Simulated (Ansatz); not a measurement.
**Structure relaxation of TiAl2**

Theory: Ansatz 0.2.0, DFT r2SCAN, scalar-relativistic, plane waves, PAW.

The start is a database structure of TiAl2, space group I4_1/amd (No. 141).

Input of the last, converged step (default PAW datasets):

```yaml
crystal:
  lattice:
    - [-1.9743548365, 1.9743548365, 12.0765160558]
    - [1.9743548365, -1.9743548365, 12.0765160558]
    - [1.9743548365, 1.9743548365, -12.0765160558]
  atoms:
    - { symbol: Ti, position: [0.67200248, 0.17200248, 0.5] }
    - { symbol: Ti, position: [0.92200248, 0.92200248, 0.0] }
    - { symbol: Ti, position: [0.82799752, 0.32799752, 0.5] }
    - { symbol: Ti, position: [0.07799752, 0.07799752, 0.0] }
    - { symbol: Al, position: [0.41361949, 0.41361949, 0.0] }
    - { symbol: Al, position: [0.25003366, 0.25003366, 0.0] }
    - { symbol: Al, position: [0.74996634, 0.74996634, 0.0] }
    - { symbol: Al, position: [0.33638051, 0.83638051, 0.5] }
    - { symbol: Al, position: [0.16361949, 0.66361949, 0.5] }
    - { symbol: Al, position: [0.49996634, 0.99996634, 0.5] }
    - { symbol: Al, position: [3.366e-05, 0.50003366, 0.5] }
    - { symbol: Al, position: [0.58638051, 0.58638051, 0.0] }
basis:
  ecutwfc: 500
kpoints:
  mp_grid: { grid: [14, 14, 14] }
hamiltonian:
  xc: r2scan
scf:
  occupations: { method: gaussian, width: 0.1 }
output:
  forces: true
  stress: true
  eigenvalues: true
relax:
  adjacent_minimum: "off"
  f_tol: 0.01
  max_steps: 80
  cell: { stress_tol: 0.05 }
```

Launched as:

```bash
ansatz run input.yaml --threads 4 --pin off --max-ram 8192MiB --backend cpu --events-out ev --progress --plain --runs-dir out
```

It took 4.5 min on 4 threads of Arm Neoverse V1, on a shared host, peak memory 2.3 GiB.

The program printed at the end:

```
SCF converged after 5 iterations
Free energy (F): -14346.494079 eV
Harris-Foulkes:  -14346.494079 eV  (|F-HF|=2.91e-11)
Internal energy: -14346.474184 eV  (E = F + TS)
E sigma→0 (E₀):  -14346.484131 eV
Entropy (-TS):   -0.019895 eV (-1.658 meV/atom)
Fermi energy:    10.531633 eV
--- Per-component energies (eV) ---
  E_band       = -689.758422
  E_kinetic    = 1285.730449
  E_local      = -4636.003328  (includes V_loc(G=0)·N_el)
  E_nonlocal   = 111.452448
  E_hartree    = 2021.289361
  E_xc         = -670.740092
  E_vxc        = -786.985037  (∫ρ·V_xc dr)
  E_paw        = -8015.739906  (= ΣΔE_a)
  E_vpaw       = -752.623734  (= ΣTr[D̂ρ^β])
  E_aug_tail   = 0.000373  (compensation charges beyond the density's cutoff)
  E_vtau       = 46.091874  (kinetic-family band-sum trace: ∫τ·v_τ [+ j·A + Jᵃ·Aᵃ] dr)
  E_ewald      = -4440.968796
  E_core_change = -1.494693  (= ΣΔE_core)
  E_smearing   = -0.019895  (= −TS)
  E_closure    =  0.000000  (closes the sum)
  Σ components = -14346.494079   (vs F -14346.494079, Δ=0.00e0)
--- Forces (eV/Å), atoms counted from 1 ---
  atom   1  Ti     0.00000000     0.00000000     0.00113489
  atom   2  Ti     0.00000000     0.00000000     0.00113489
  atom   3  Ti     0.00000000     0.00000000    -0.00113489
  atom   4  Ti     0.00000000     0.00000000    -0.00113489
  atom   5  Al     0.00000000     0.00000000    -0.00035249
  atom   6  Al     0.00000000     0.00000000    -0.00018205
  atom   7  Al     0.00000000     0.00000000     0.00018205
  atom   8  Al     0.00000000     0.00000000     0.00035249
  atom   9  Al     0.00000000     0.00000000    -0.00035249
  atom  10  Al     0.00000000     0.00000000     0.00018205
  atom  11  Al     0.00000000     0.00000000    -0.00018205
  atom  12  Al     0.00000000     0.00000000     0.00035249
  max |Σ_I F_I| component: 1.19e-18 eV/Å
--- Stress (GPa, compression-positive) ---
       -0.000417       0.000000       0.000000
        0.000000      -0.000417       0.000000
        0.000000       0.000000       0.009436
  P = ⅓ Tr σ = 0.0029 GPa (0.029 kbar)
--- Relaxed structure (3 steps of the walk, 3 accepted, 1 SCFs on fresh bases) ---
  F+E_penalty+E_count = -14346.49407920 eV   max|allowed force component| = 1.135e-3 eV/Å   (the final SCF, on the basis selected at the relaxed cell)
  cell:  # Å, volume = 188.4475 Å³
    - [-1.975142, 1.975142, 12.076290]
    - [1.975142, -1.975142, 12.076290]
    - [1.975142, 1.975142, -12.076290]
  atoms:
    - { symbol: Ti, position: [0.671993, 0.171993, 0.5] }
    - { symbol: Ti, position: [0.921993, 0.921993, 0.000000] }
    - { symbol: Ti, position: [0.828007, 0.328007, 0.500000] }
    - { symbol: Ti, position: [0.078007, 0.078007, 0.000000] }
    - { symbol: Al, position: [0.413692, 0.413692, 0.000000] }
    - { symbol: Al, position: [0.249996, 0.249996, 0.000000] }
    - { symbol: Al, position: [0.750004, 0.750004, 0.000000] }
    - { symbol: Al, position: [0.336308, 0.836308, 0.5] }
    - { symbol: Al, position: [0.163692, 0.663692, 0.5] }
    - { symbol: Al, position: [0.500004, 1.000004, 0.5] }
    - { symbol: Al, position: [-0.000004, 0.499996, 0.500000] }
    - { symbol: Al, position: [0.586308, 0.586308, 0.000000] }
```

Absolute energies hang on the potentials; compare differences alone.

The result has space group I4_1/amd (No. 141). Ti has 10 Al at 2.73–2.86 Å and 2 Ti at 3.01 Å; Al on Wyckoff site e (4 atoms of the primitive cell) is coordinated by 6 Al at 2.72–2.87 Å and 6 Ti at 2.80–2.86 Å; Al on Wyckoff site e (4 atoms of the primitive cell) has 4 Ti at 2.73 Å and 8 Al at 2.79–2.87 Å.

Against the elements it lies at -0.48 eV/atom. Energies over the elements count from the elements' standard structures at the same level, with no empirical corrections.

For metals, differences of a few meV/atom aren't resolved.

A structure relaxed within its symmetry needn't be a true minimum.